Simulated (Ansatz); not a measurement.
# C3H4FN: shift of H7 from C3 to N4, part 2 of 2

How high is the barrier for the shift of H7 from C3 to N4? Relax the two ends, then run a nudged elastic band between them. SMILES of the start: FC1C=NC1.

Ansatz 0.2.0; RKS r2SCAN/6-31G. The steps go on from the part before.

## 7. Another band, settings changed

crystal.atoms is end A as relaxed above, and neb.final_atoms is end B, turned to lie on A. With 5 inner images the band has 7 in all.

Contents of input.yaml:

```yaml
crystal:
  periodic: [false, false, false]
  atoms:
    - { symbol: F, position_ang: [-1.565681, -0.197669, 1.138339] }
    - { symbol: C, position_ang: [-0.404618, 0.351343, 0.51075] }
    - { symbol: C, position_ang: [0.905898, -0.381294, 0.68579] }
    - { symbol: "N", position_ang: [1.183194, -0.593367, -0.580057] }
    - { symbol: C, position_ang: [-0.189701, -0.011495, -0.993004] }
    - { symbol: H, position_ang: [-0.384586, 1.421848, 0.745122] }
    - { symbol: H, position_ang: [1.525768, -0.639127, 1.537855] }
    - { symbol: H, position_ang: [-0.123567, 0.803114, -1.718018] }
    - { symbol: H, position_ang: [-0.858206, -0.799552, -1.343876] }
basis:
  gaussian: { orbitals: "6-31G" }
hamiltonian:
  xc: r2scan
neb:
  order_check: false
  images: 5
  f_tol: 0.05
  max_iterations: 60
  initial_path: linear
  final_atoms:
    - { symbol: F, position_ang: [-1.89342361, -0.04091618, 0.94269719] }
    - { symbol: C, position_ang: [-0.61004858, 0.45422003, 0.59009471] }
    - { symbol: C, position_ang: [0.63251181, -0.21584616, 1.34009532] }
    - { symbol: "N", position_ang: [1.08688287, -0.502992, 0.09134109] }
    - { symbol: C, position_ang: [-0.04608951, -0.07893012, -0.76737193] }
    - { symbol: H, position_ang: [-0.6244557, 1.54552024, 0.68123634] }
    - { symbol: H, position_ang: [1.96500576, -0.93841248, -0.16962241] }
    - { symbol: H, position_ang: [0.19792418, 0.6479516, -1.55118896] }
    - { symbol: H, position_ang: [-0.61980621, -0.91679393, -1.17438036] }
```

Started as:

```console
> ansatz run input.yaml --threads 1 --pin off --max-ram 2048MiB --backend cpu --events-out ev --progress --plain --runs-dir out
```

Output, shortened:

```text
Warning: RAYON_NUM_THREADS=1 ignored (pool sized by the plan → 1); use --threads N
[...]
Functional definition: r2SCAN
[...]
786 factors; integrals over basis functions are off by at most 1.8e-4 eV
[...]
mean field -7374.76676053 eV, -271.0176796529 hartree, gradient 2.8e-5 eV, S^2 0.000000; 0 other end points of the search recorded, 0 dependent functions left out
[...]
reference -7374.76676590 eV, -271.0176798504 hartree; 19, 19 occupied and 34, 34 virtual orbitals, 786 factors
786 factors; integrals over basis functions are off by at most 1.5e-4 eV
[...]
mean field -7373.31696492 eV, -270.9644006472 hartree, gradient 6.3e-6 eV, S^2 0.000000; 0 other end points of the search recorded, 0 dependent functions left out
[...]
reference -7373.31697041 eV, -270.9644008489 hartree; 19, 19 occupied and 34, 34 virtual orbitals, 786 factors
[...]
Total energy: -7370.79711455 eV, -270.8717978538 hartree
Atom 0 at    -1.903466     0.082286     0.895464 Å, force    -0.004862     0.002686     0.000529 eV/Å
Atom 1 at    -0.558470     0.351499     0.533831 Å, force    -0.002972     0.005016    -0.007751 eV/Å
Atom 2 at     0.585984    -0.524542     1.141432 Å, force    -0.005045    -0.002211     0.019126 eV/Å
Atom 3 at     1.075922    -0.786216    -0.143968 Å, force     0.025907     0.000766    -0.025287 eV/Å
Atom 4 at    -0.079896    -0.105511    -0.882771 Å, force    -0.006856     0.006781     0.005466 eV/Å
Atom 5 at    -0.369046     1.417849     0.719669 Å, force     0.002322    -0.000705     0.002393 eV/Å
Atom 6 at     1.841359    -0.267434     0.679368 Å, force    -0.005192    -0.003031     0.004475 eV/Å
Atom 7 at     0.189292     0.665602    -1.609365 Å, force    -0.001278    -0.005705     0.000042 eV/Å
Atom 8 at    -0.693179    -0.879731    -1.350758 Å, force    -0.002023    -0.003596     0.001008 eV/Å
Dipole moment:     0.111529     0.465154    -0.496106 e Å
this run last wrote the band of iteration 16 to <dir>
```

Run time: 4.9 min. Hardware: 1 thread of Arm Neoverse V1, shared host; peak memory 0.12 GiB.

## 8. What the band shows

Images 0 and 6 are the ends. Energies count from image 0; the path length is the program's own measure over all atoms.

| image | path (Å) | energy (eV) | H7–C3 (Å) | H7–N4 (Å) | band force (eV/Å) |
| --- | --- | --- | --- | --- | --- |
| 0 | 0.000 | 0.0000 | 1.08 | 2.15 | - |
| 1 | 0.523 | 0.3475 | 1.08 | 2.03 | 0.007 |
| 2 | 1.045 | 2.0472 | 1.11 | 1.69 | 0.026 |
| 3* | 1.568 | 3.9697 | 1.36 | 1.24 | 0.026 |
| 4 | 2.068 | 2.6575 | 1.81 | 1.02 | 0.018 |
| 5 | 2.569 | 1.6061 | 2.09 | 1.01 | 0.008 |
| 6 | 3.070 | 1.4498 | 2.14 | 1.01 | - |

The star marks the climbing image.

image, energy (eV) and a bar:
```
        0      0.000 
        1      0.348 ###
        2      2.047 ###############
        3      3.970 ##############################
        4      2.658 ####################
        5      1.606 ############
        6      1.450 ###########
```

## 9. A trajectory let go at the top

It starts at the highest inner image of the first converged band: 200 steps of 0.5 fs at constant energy, with velocities drawn for 300 K.

Contents of input.yaml:

```yaml
crystal:
  periodic: [false, false, false]
  atoms:
    - { symbol: F, position_ang: [-1.865347, 0.0732, 0.978157] }
    - { symbol: C, position_ang: [-0.534768, 0.338017, 0.565247] }
    - { symbol: C, position_ang: [0.631894, -0.554261, 1.103457] }
    - { symbol: "N", position_ang: [1.070001, -0.780025, -0.207894] }
    - { symbol: C, position_ang: [-0.118428, -0.086218, -0.880445] }
    - { symbol: H, position_ang: [-0.326997, 1.39842, 0.7661] }
    - { symbol: H, position_ang: [1.866918, -0.279871, 0.596448] }
    - { symbol: H, position_ang: [0.114256, 0.699494, -1.603815] }
    - { symbol: H, position_ang: [-0.749029, -0.854955, -1.334353] }
basis:
  gaussian: { orbitals: "6-31G" }
hamiltonian:
  xc: r2scan
md:
  timestep: 0.5
  n_steps: 200
  ensemble: nve
  temperature: 300.0
  initial_velocities: maxwell_boltzmann
  seed: 4265
```

Started as:

```console
> ansatz run input.yaml --threads 1 --pin off --max-ram 2048MiB --backend cpu --events-out ev --progress --plain --runs-dir out
```

Output, shortened:

```text
Warning: RAYON_NUM_THREADS=1 ignored (pool sized by the plan → 1); use --threads N
[...]
[... 1 set-up line as earlier in the session ...]
[...]
786 factors; integrals over basis functions are off by at most 1.9e-4 eV
[...]
mean field -7370.79716605 eV, -270.8717997468 hartree, gradient 9.5e-6 eV, S^2 0.000000; 0 other end points of the search recorded, 0 dependent functions left out
[...]
reference -7370.79717135 eV, -270.8717999413 hartree; 19, 19 occupied and 34, 34 virtual orbitals, 786 factors
md step     0: t =     0.00 fs  T =   300.0 K  F+E_penalty+E_count = -7370.79716605 eV  E_kin = 0.271446 eV  conserved = -7370.52572006 eV  (26 SCF iters)
[...]
md step    24: t =    12.00 fs  T =  3301.1 K  F+E_penalty+E_count = -7373.51999384 eV  E_kin = 2.986944 eV  conserved = -7370.53304947 eV  (26 SCF iters)
[...]
md step    48: t =    24.00 fs  T =  2895.8 K  F+E_penalty+E_count = -7373.15617268 eV  E_kin = 2.620173 eV  conserved = -7370.53599925 eV  (27 SCF iters)
[...]
md step    72: t =    36.00 fs  T =  2937.0 K  F+E_penalty+E_count = -7373.18998757 eV  E_kin = 2.657462 eV  conserved = -7370.53252536 eV  (26 SCF iters)
[...]
md step    96: t =    48.00 fs  T =  2566.1 K  F+E_penalty+E_count = -7372.85778207 eV  E_kin = 2.321901 eV  conserved = -7370.53588095 eV  (26 SCF iters)
md step    97: t =    48.50 fs  T =  2630.3 K  F+E_penalty+E_count = -7372.92260443 eV  E_kin = 2.379934 eV  conserved = -7370.54267045 eV  (27 SCF iters)
md step    98: t =    49.00 fs  T =  2478.3 K  F+E_penalty+E_count = -7372.78879166 eV  E_kin = 2.242384 eV  conserved = -7370.54640797 eV  (28 SCF iters)
```

## 10. The output, continued: dynamics from the highest image of the converged band

Output, continued, shortened:

```text
md step    99: t =    49.50 fs  T =  2099.2 K  F+E_penalty+E_count = -7372.43756494 eV  E_kin = 1.899415 eV  conserved = -7370.53814973 eV  (30 SCF iters)
[...]
md step   124: t =    62.00 fs  T =  2943.3 K  F+E_penalty+E_count = -7373.17655718 eV  E_kin = 2.663187 eV  conserved = -7370.51337048 eV  (26 SCF iters)
[...]
md step   149: t =    74.50 fs  T =  1626.2 K  F+E_penalty+E_count = -7371.98828161 eV  E_kin = 1.471427 eV  conserved = -7370.51685458 eV  (30 SCF iters)
[...]
md step   174: t =    87.00 fs  T =  1407.4 K  F+E_penalty+E_count = -7371.78956502 eV  E_kin = 1.273475 eV  conserved = -7370.51609019 eV  (26 SCF iters)
[...]
md step   199: t =    99.50 fs  T =  3203.6 K  F+E_penalty+E_count = -7373.43869060 eV  E_kin = 2.898672 eV  conserved = -7370.54001881 eV  (26 SCF iters)
[...]
md step   200: t =   100.00 fs  T =  3319.4 K  F+E_penalty+E_count = -7373.54157496 eV  E_kin = 3.003501 eV  conserved = -7370.53807358 eV  (29 SCF iters)
Total energy: -7373.54158029 eV, -270.9726551097 hartree
Atom 0 at    -1.809255     0.066472     0.973237 Å, force    -0.134189    -0.288010     0.676946 eV/Å
Atom 1 at    -0.443376     0.332823     0.567303 Å, force    -3.415715     2.783228    -0.217036 eV/Å
Atom 2 at     0.651308    -0.392838     1.077530 Å, force     3.430359    -4.403781    -5.146987 eV/Å
Atom 3 at     1.075163    -0.821721    -0.292553 Å, force    -0.209750     1.769723     4.407570 eV/Å
Atom 4 at    -0.238345    -0.126456    -0.882740 Å, force     0.913156    -0.967997     0.743045 eV/Å
Atom 5 at    -0.309646     1.387349     0.863650 Å, force    -0.150712     0.345745    -0.873537 eV/Å
Atom 6 at     1.166776    -0.678352     1.997079 Å, force    -0.395578     0.295628    -0.279515 eV/Å
Atom 7 at    -0.135490     0.611215    -1.714220 Å, force     0.166448    -0.663516     0.659171 eV/Å
Atom 8 at    -0.836842    -1.033038    -1.141188 Å, force    -0.204019     1.128980     0.030344 eV/Å
Dipole moment:     0.066961     0.269165     0.088878 e Å
```

It took 12 min on 1 thread of Arm Neoverse V1, shared host; peak memory 0.12 GiB.

## 11. The trajectory

One step in 15; energies are changes from step 0:

```csv
time (fs),T (K),potential energy change (meV/atom),total energy change (meV/atom),H7–C3 (Å),H7–N4 (Å)
0.0,300,0.0,0.00,1.36,1.24
7.5,611,-30.9,0.34,1.23,1.45
15.0,3042,-275.9,-0.31,1.38,2.49
22.5,2498,-221.2,-0.24,1.32,2.52
30.0,1323,-102.6,0.21,1.32,1.90
37.5,3288,-300.1,0.29,0.99,1.93
45.0,1348,-105.2,0.18,1.47,2.53
52.5,2681,-241.1,-1.77,1.11,2.14
60.0,3782,-351.7,-1.61,1.15,2.14
67.5,1488,-119.1,0.27,1.42,2.40
75.0,2009,-172.9,-1.03,0.96,2.05
82.5,1969,-167.8,-0.01,1.36,2.26
90.0,2168,-187.9,-0.13,1.26,2.27
97.5,2528,-223.6,0.45,0.94,2.20
100.0,3319,-304.9,-1.37,1.09,2.30
```

time (fs), T (K) and a bar:
```
      0.0        300 #
      4.5        217 
      8.5        984 #######
     13.0       3577 #############################
     17.5       1969 ###############
     21.5       2115 ################
     26.0       2205 #################
     30.5       1190 ########
     35.0       2418 ###################
     39.0       3630 #############################
     43.5       1281 #########
     48.0       2566 ####################
     52.0       2592 ####################
     56.5       1434 ##########
     61.0       3753 ##############################
     65.0       2648 #####################
     69.5       1637 ############
     74.0       1494 ###########
     78.5       1798 #############
     82.5       1969 ###############
     87.0       1407 ##########
     91.5       1970 ###############
     95.5       2878 #######################
    100.0       3319 ##########################
```

Bonds that form or break, judged by distance (formed within 1.15 times the sum of covalent radii and held on average over 12 fs, broken when stretched by half; pairs already stretched at the start don't count as bonds):

```csv
time (fs),bond,event
24.0,C3–H7,forms
```

The last frame stands with the bonds of end A.

## 12. A trajectory let go at the top

It starts at the highest inner image of the first converged band: 200 steps of 0.5 fs at constant energy, with velocities drawn for 100 K.

Changes to input.yaml since step 9:

```diff
@@ -20,4 +20,4 @@
   ensemble: nve
-  temperature: 300.0
+  temperature: 100.0
   initial_velocities: maxwell_boltzmann
-  seed: 4265
+  seed: 4266
```

Started as:

```console
> ansatz run input.yaml --threads 1 --pin off --max-ram 2048MiB --backend cpu --events-out ev --progress --plain --runs-dir out
```

Output, shortened:

```text
Warning: RAYON_NUM_THREADS=1 ignored (pool sized by the plan → 1); use --threads N
[...]
[... 1 set-up line as earlier in the session ...]
[...]
786 factors; integrals over basis functions are off by at most 1.9e-4 eV
[...]
mean field -7370.79716605 eV, -270.8717997468 hartree, gradient 9.5e-6 eV, S^2 0.000000; 0 other end points of the search recorded, 0 dependent functions left out
[...]
reference -7370.79717135 eV, -270.8717999413 hartree; 19, 19 occupied and 34, 34 virtual orbitals, 786 factors
md step     0: t =     0.00 fs  T =   100.0 K  F+E_penalty+E_count = -7370.79716605 eV  E_kin = 0.090482 eV  conserved = -7370.70668406 eV  (26 SCF iters)
[...]
md step    24: t =    12.00 fs  T =  1300.1 K  F+E_penalty+E_count = -7371.88079700 eV  E_kin = 1.176323 eV  conserved = -7370.70447351 eV  (27 SCF iters)
[...]
md step    48: t =    24.00 fs  T =  1955.9 K  F+E_penalty+E_count = -7372.47686675 eV  E_kin = 1.769774 eV  conserved = -7370.70709292 eV  (26 SCF iters)
[...]
md step    72: t =    36.00 fs  T =  1701.9 K  F+E_penalty+E_count = -7372.24561713 eV  E_kin = 1.539949 eV  conserved = -7370.70566764 eV  (30 SCF iters)
[...]
md step    96: t =    48.00 fs  T =  1504.6 K  F+E_penalty+E_count = -7372.06802399 eV  E_kin = 1.361365 eV  conserved = -7370.70665875 eV  (27 SCF iters)
md step    97: t =    48.50 fs  T =  1652.2 K  F+E_penalty+E_count = -7372.20257453 eV  E_kin = 1.494901 eV  conserved = -7370.70767391 eV  (27 SCF iters)
md step    98: t =    49.00 fs  T =  1815.6 K  F+E_penalty+E_count = -7372.35232322 eV  E_kin = 1.642755 eV  conserved = -7370.70956773 eV  (27 SCF iters)
```

## 13. More of the same log: dynamics from the highest image of the converged band

Output, continued, shortened:

```text
md step    99: t =    49.50 fs  T =  1964.0 K  F+E_penalty+E_count = -7372.48970118 eV  E_kin = 1.777032 eV  conserved = -7370.71266957 eV  (27 SCF iters)
[...]
md step   124: t =    62.00 fs  T =  3747.0 K  F+E_penalty+E_count = -7374.11591544 eV  E_kin = 3.390372 eV  conserved = -7370.72554349 eV  (26 SCF iters)
[...]
md step   149: t =    74.50 fs  T =  1489.1 K  F+E_penalty+E_count = -7372.05123467 eV  E_kin = 1.347352 eV  conserved = -7370.70388274 eV  (30 SCF iters)
[...]
md step   174: t =    87.00 fs  T =  1325.6 K  F+E_penalty+E_count = -7371.89534861 eV  E_kin = 1.199465 eV  conserved = -7370.69588376 eV  (30 SCF iters)
[...]
md step   199: t =    99.50 fs  T =  2723.7 K  F+E_penalty+E_count = -7373.18013293 eV  E_kin = 2.464416 eV  conserved = -7370.71571652 eV  (27 SCF iters)
[...]
md step   200: t =   100.00 fs  T =  2869.0 K  F+E_penalty+E_count = -7373.31519057 eV  E_kin = 2.595946 eV  conserved = -7370.71924506 eV  (26 SCF iters)
Total energy: -7373.31519582 eV, -270.9643356339 hartree
Atom 0 at    -1.849245     0.144844     0.966808 Å, force    -0.104873    -0.656497     1.278620 eV/Å
Atom 1 at    -0.434333     0.228360     0.657534 Å, force    -4.779655     3.393048    -2.630824 eV/Å
Atom 2 at     0.654191    -0.526429     1.054791 Å, force     3.577557    -2.909017    -6.148019 eV/Å
Atom 3 at     1.099087    -0.670342    -0.369453 Å, force     0.946462    -0.155387     5.220872 eV/Å
Atom 4 at    -0.225421    -0.165084    -0.844893 Å, force     0.038234    -0.147518     0.957216 eV/Å
Atom 5 at    -0.245677     1.298328     0.836467 Å, force     0.086430     0.157722    -0.263080 eV/Å
Atom 6 at     1.210781    -0.830154     1.879085 Å, force     0.658120    -0.392382     1.423023 eV/Å
Atom 7 at    -0.216498     0.626241    -1.599620 Å, force     0.101884    -0.173521    -0.070017 eV/Å
Atom 8 at    -0.738673    -1.091054    -1.176055 Å, force    -0.524158     0.883553     0.232209 eV/Å
Dipole moment:     0.081160     0.153276     0.115085 e Å
```

Run time: 12 min. Hardware: 1 thread of Arm Neoverse V1, shared host; peak memory 0.12 GiB.

## 14. What the atoms did

The trajectory, every 15 steps (energies from step 0):

```csv
time (fs),T (K),potential energy change (meV/atom),total energy change (meV/atom),H7–C3 (Å),H7–N4 (Å)
0.0,100,0.0,0.00,1.36,1.24
7.5,116,-1.6,0.08,1.31,1.31
15.0,3335,-326.1,-0.84,1.16,1.99
22.5,1843,-175.2,0.00,1.48,2.71
30.0,1931,-185.0,-0.86,1.04,1.96
37.5,2560,-247.6,-0.29,1.24,1.94
45.0,1559,-146.5,0.16,1.35,2.36
52.5,1545,-144.3,0.93,0.93,2.09
60.0,2761,-267.7,-0.19,1.30,2.29
67.5,2148,-205.9,0.03,1.28,2.21
75.0,1330,-122.6,1.10,0.94,2.09
82.5,1922,-183.2,-0.06,1.36,2.36
90.0,1964,-187.9,-0.45,1.17,2.09
97.5,2699,-261.9,-0.59,0.97,2.16
100.0,2869,-279.8,-1.40,1.04,2.26
```

time (fs), T (K) and a bar:
```
      0.0        100 
      4.5         74 
      8.5        190 #
     13.0       1990 #################
     17.5       3310 #############################
     21.5       1937 ################
     26.0       2381 ####################
     30.5       1964 #################
     35.0       1337 ###########
     39.0       3276 ############################
     43.5       2336 ####################
     48.0       1505 #############
     52.0       1434 ############
     56.5       1831 ################
     61.0       3466 ##############################
     65.0       2887 #########################
     69.5       1805 ###############
     74.0       1773 ###############
     78.5       1807 ###############
     82.5       1922 ################
     87.0       1326 ###########
     91.5       1918 ################
     95.5       2893 #########################
    100.0       2869 #########################
```

Bonds that form or break, judged by distance (formed within 1.15 times the sum of covalent radii and held on average over 12 fs, broken when stretched by half; pairs already stretched at the start don't count as bonds):

```csv
time (fs),bond,event
26.5,C3–H7,forms
```

The last frame stands with the bonds of end A.

## 15. Summary of results

What follows sums up all 2 parts.

| quantity | value |
| --- | --- |
| end A | 8 moves, 0.479 eV lower |
| end B | 8 moves, 1.924 eV lower |
| first band: barrier forwards | 3.97 eV |
| first band: barrier backwards | 2.52 eV |
| first band: second end relative to first | +1.450 eV |
| first band: highest image | 3 of 0 to 6, climbing |
| first band: band iterations | 15 |
| imaginary modes at the top | 1713i cm⁻¹ |
| second band | top 3.970 eV above image 0, 16 iterations, 5 inner images |
| time, first and second band | 4.6 min and 4.9 min |
| trajectory at 300 K, after 100 fs | with the bonds of end A, at 3319 K |
| trajectory at 100 K, after 100 fs | with the bonds of end A, at 2869 K |

What this shows: In the first band: the top lies 3.97 eV above the first end, or 154 kT at room temperature, which at an assumed attempt frequency of 10^13 s⁻¹ means a rate near 10^-54 s⁻¹. Going back costs 2.52 eV, since the second end is 1.45 eV above the first. By distance, end A alone has C3–H7 and end B alone has N4–H7. One imaginary mode, as a first-order saddle point has. The second band's top agrees with the first's to 1 meV, so the changed settings hardly move the height. These are electronic energies, with no zero-point or thermal terms. Tunnelling, which matters where hydrogen moves, is missing too. Semilocal functionals tend to give barriers that are too low. The basis is very small, so the numbers are rough.
